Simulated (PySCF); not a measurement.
# H3NO (hydroxylamine): PBE/STO-6G

What is the energy change on altering one bond length of H3NO (hydroxylamine) at PBE/STO-6G? The job is set up through a Python script.

Program for the calculation: PySCF 2.14.0.

8 further runs of the same task are left out: 8 set aside as unsound or not needed.

## Step 1: The system as given

The species is H3NO (5 atoms), meant as a singlet with charge 0. SMILES: `NO`. The shape is that of a PBE0-D4/def2-TZVP optimisation. This is one conformer, not always the lowest.

Bond lengths: N1–O2 1.422 Å, N1–H3 1.016 Å, N1–H4 1.016 Å, O2–H5 0.960 Å. Angles: N1–O2–H5 102.8°, O2–N1–H3 104.5°, O2–N1–H4 104.5°, H3–N1–H4 106.0°.

## Step 2: The energy at PBE/STO-6G

Contents of calc.py:

```python
from pyscf import gto, dft

molecule = gto.Mole()
molecule.atom = '''
N   -0.165120  -0.361290  -0.321170
O    0.364460   0.666040   0.508060
H   -0.162690  -1.190020   0.266770
H   -1.141650  -0.109840  -0.446210
H    1.105010   0.995100  -0.007440
'''
molecule.basis = 'sto-6g'
molecule.verbose = 3
molecule.spin = 0
molecule.charge = 0
molecule.max_memory = 1860
molecule.build()

mf = dft.RKS(molecule)
mf.xc = 'pbe'
mf.grids.level = 5
mf.conv_tol = 1e-10
mf.kernel()
if not mf.converged:
    mf = mf.newton().run(mf.mo_coeff, mf.mo_occ)

e_tot = mf.e_tot
print('E(%s) = %.9f' % ('PBE', e_tot))
```

Run with:

```
$ OMP_NUM_THREADS=1 python calc.py
```

Standard output:

```text
converged SCF energy = -131.015704475748
E(PBE) = -131.015704476
```

It took 2.3 s on 1 thread of Arm Neoverse V1, shared host; peak memory 0.17 GiB.

## Step 3: The distorted shape

Contents of calc.py:

```python
from pyscf import gto, dft

molecule = gto.M(
    atom='''
N     -1.991418    -1.428967     0.562105
O     -0.990657     0.512405     2.129122
H     -1.986826    -2.995040     1.673150
H     -3.836792    -0.953796     0.325813
H      2.088166     1.880466    -0.014060
''',
    unit='bohr',
    verbose=3,
    max_memory=1860,
    spin=0,
    basis='sto-6g',
)

mf = dft.RKS(molecule, xc='pbe')
mf.conv_tol = 1e-10
mf.grids.level = 5
mf.kernel()
if not mf.converged:
    mf = mf.newton().run(mf.mo_coeff, mf.mo_occ)

etot = mf.e_tot
print('E = %.10f Eh' % etot)
```

Run with:

```
$ OMP_NUM_THREADS=1 python calc.py
```

Standard output:

```text
converged SCF energy = -130.863190221945
E = -130.8631902219 Eh
```

It took 3.6 s on 1 thread of Arm Neoverse V1, shared host; peak memory 0.17 GiB.

## Step 4: Results

At PBE/STO-6G:

```
                                                         quantity          value
                                        first shape: total energy  -131.01570 Eh
                                       first shape: dipole moment         0.38 D
                                         first shape: HOMO energy       -2.18 eV
                                         first shape: LUMO energy        6.09 eV
                                       first shape: HOMO–LUMO gap        8.27 eV
                                    distorted shape: total energy  -130.86319 Eh
                                   distorted shape: dipole moment         2.33 D
                                     distorted shape: HOMO energy       -2.20 eV
                                     distorted shape: LUMO energy       -1.13 eV
                                   distorted shape: HOMO–LUMO gap        1.07 eV
energy change with the O2–H5 bond stretched from 0.960 to 2.113 Å       4.150 eV
```

One bond (distorted shape) is far stretched, which a spin-restricted single reference describes badly; a broken-symmetry solution may lie lower. With the O2–H5 bond stretched from 0.960 to 2.113 Å the energy rises by 4.15 eV (400 kJ/mol). The first shape isn't relaxed at this level, so the change isn't measured from a minimum. A restricted reference can't describe the breaking bond well at this length. The minimal basis adds a large error of its own. Mulliken charges (first shape) run from -0.35 on N1 to +0.22 on H5; they depend strongly on the basis. Mulliken charges (distorted shape) run from -0.29 on N1 to +0.21 on H3; they depend strongly on the basis.
